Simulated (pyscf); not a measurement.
# Four-centre exchange: HO–PH–OH + water (H₂O) -> HO–P(OH)–OH + hydrogen (H₂)

Gas phase, singlet surface, charge 0. Bonds broken: P2–H5, O7–H8. Bonds formed: P2–O7, H5–H8. Optimised with ωB97X-D3(BJ)/def2-SVP in PySCF.

Transition state (Å):

```xyz
9

O      0.0900     1.4768    -0.7210
P      0.1909    -0.0662    -0.0717
O      0.9584     0.5429     1.2385
H     -0.0810     1.3941    -1.6679
H     -0.3349    -1.4122     1.1709
H      1.0155    -0.1773     1.8836
O     -1.7021     0.1505     0.5083
H     -1.4436    -0.6680     1.0958
H     -1.7495     0.9466     1.0637
```

One imaginary mode, 673i cm⁻¹; descent along it reached the two sides named, in the forms told below.

```csv
bond,change,reactant side (Å),saddle,product side
P2–H5,breaks,1.417,1.906,3.8
O7–H8,breaks,0.964,1.040,2.547
P2–O7,forms,3.2,1.992,1.649
H5–H8,forms,2.8,1.337,0.761
```

Electronic energies relative to the separated reactants (kcal/mol):

```tsv
level	barrier	reaction energy	reverse barrier
ωB97X-D3(BJ)/def2-TZVP	50.5	-13.6	64.1
PBE/def2-TZVP	42.2	-12.8	55.0
r²SCAN/def2-TZVP	44.8	-14.9	59.7
B3LYP-D3(BJ)/def2-TZVP	48.2	-13.5	61.8
PBE0-D3(BJ)/def2-TZVP	46.5	-12.5	58.9
M06-2X/def2-TZVP	49.8	-15.6	65.3
ωB97M-D3(BJ)/def2-TZVP	48.1	-14.0	62.1
HF/def2-TZVP	70.5	-11.0	81.4
```

With ωB97M-D3(BJ)/def2-TZVP energies and thermal terms (ideal gas, 1 atm, RRHO with modes under 100 cm⁻¹ raised to 100, one conformer, R ln 2 for chiral ones without a mode under 150 cm⁻¹), in kcal/mol:

```tsv
T (K)	ΔH‡	ΔG‡	ΔH	ΔG
298	45.9	56.6	-17.8	-16.0
600	46.1	67.5	-16.5	-14.8
900	46.8	78.1	-15.4	-14.2
1200	47.7	88.3	-14.6	-13.9
```

On the reactant side the descent ends in a complex (not fully relaxed), 4.1 kcal/mol under the separated species and 54.6 kcal/mol under the saddle at ωB97X-D3(BJ)/def2-TZVP. This is the saddle that the search found; another between the same sides may lie lower.
